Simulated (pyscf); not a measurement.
H₃Ge–SeH (SMILES [GeH3][SeH]) + HF (SMILES F) → H₂Se (SMILES [SeH2]) + F–GeH₃ (SMILES [F][GeH3]) (four-centre exchange; singlet surface; Ge–Se, F–H broken, H–Se, F–Ge formed). Single points on ωB97X-D3(BJ)/def2-SVP structures (PySCF, gas phase). MP2 and CC: frozen core, UHF for open shells. ΔMP2 is the change of the MP2 total energy from the triple- to the quadruple-zeta basis. Rate constants from transition-state theory, CCSD(T)/def2-TZVPP + ΔMP2(QZVPP) energies (ideal gas, 1 atm, RRHO with modes under 100 cm⁻¹ raised to 100, one conformer, R ln 2 for chiral ones without a mode under 150 cm⁻¹; no tunnelling), k in cm³ molecule⁻¹ s⁻¹.

```tsv
T (K)	1000/T	log10 k
298	3.354	-35.71
600	1.667	-24.19
900	1.111	-20.25
1200	0.833	?
```

**Question.** Fit an Arrhenius line to the three values, give the activation energy, and predict k at 1200 K.

**Answer.** Least squares gives log10 k = -12.66 − 6.88 × 1000/T, so Ea = 6.88 × ln 10 × 1.987 = 31.5 kcal/mol, against an electronic barrier of 31.5. At 1200 K the line gives -18.39; the computed value is -18.19 (ΔG‡ = 70.3 kcal/mol), a factor 1.6 over the line, since the plot is curved. On the reactant side the descent ends in a complex, 6.3 kcal/mol under the separated species and 35.3 kcal/mol under the saddle at ωB97X-D3(BJ)/def2-TZVP. At ωB97X-D3(BJ) the barrier from the zero used here is 29.0 kcal/mol. One saddle was located; it need not be the lowest between these sides. The CCSD(T) − MP2 part came from Ansatz, without density fitting, on the same reference. The frozen core leaves the outer d or s,p core shells of the metals and heavy elements correlated in the MP2 and CC values, and def2-TZVPP describes them poorly, which can shift differences by a few kcal/mol. Elements up to Kr have no core potential and no relativistic terms here.
